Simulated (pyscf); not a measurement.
Single points on ωB97X-D3(BJ)/def2-SVP structures (PySCF, gas phase).

Question: Estimate the classical barrier height and the reaction energy of H₂N–W(F)(F)(F)(F)–Cl → HN=W(F)(F)(F)–F + hydrogen chloride (HCl) at ωB97M-D3(BJ)/def2-TZVP. The step runs on the singlet surface, breaks H–N, Cl–W and forms Cl–H; take the reactant's lowest minimum found as zero.

Answer: ΔE‡ = 176.0 kJ/mol, ΔE = +54.8 kJ/mol. Zero-point energy shifts the barrier by -20.2 kJ/mol. It is an elimination, with an imaginary mode of 1351i cm⁻¹. On the reactant side the descent ends in a point that may be a rotor saddle (no frequency run), 5.4 kJ/mol over the lowest minimum found and 180.3 kJ/mol under the saddle at ωB97X-D3(BJ)/def2-TZVP. At ωB97X-D3(BJ)/def2-TZVP the barrier from the zero used here is 185.7 kJ/mol. This is the saddle that the search found; another between the same sides may lie lower. Elements past Kr carry the def2 core potentials, without spin-orbit coupling.
